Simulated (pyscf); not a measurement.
Single points on ωB97X-D3(BJ)/def2-SVP structures (PySCF, gas phase). Correlated levels are frozen-core, on RHF or UHF. ΔMP2 is the change of the MP2 total energy from the triple- to the quadruple-zeta basis.

SMILES: C=CCO
```xyz
10

C     -1.0063    -0.2150    -2.2629
C     -0.8628     0.3541    -1.0658
C     -0.1269     1.6493    -0.8268
O      0.5632     2.1344    -1.9509
H     -0.5933     0.2580    -3.1596
H     -1.5486    -1.1566    -2.3878
H     -1.2980    -0.1177    -0.1751
H     -0.8530     2.4303    -0.5410
H      0.5452     1.5247     0.0476
H      1.2252     1.4748    -2.1907
```

How much does it cost (ΔH, 298 K, CCSD(T)/def2-TZVPP + ΔMP2(QZVPP)) to split H₂C=CH–CH₂–OH (SMILES C=CCO) at its C–O bond into •H₂C–CH=CH₂ + OH•?

C–O to •H₂C–CH=CH₂ + OH•: 330.3 kJ/mol. The radicals are drawn with the spin at the cut bond; how far it spreads was not checked. H₂C=CH–CH₂–OH lies 44.3 kJ/mol over its isomer H₂C=C(CH₃)–OH, and others may lie lower still (electronic energy, ωB97M-D3(BJ)). Other isomers of •H₂C–CH=CH₂ were not searched in full and may lie lower. The CCSD(T) − MP2 part came from Ansatz, without density fitting, on the same reference. A UHF reference is spin-contaminated (<S²> up to 0.96), which harms MP2 most. Left out: the spin-orbit lowering of OH.
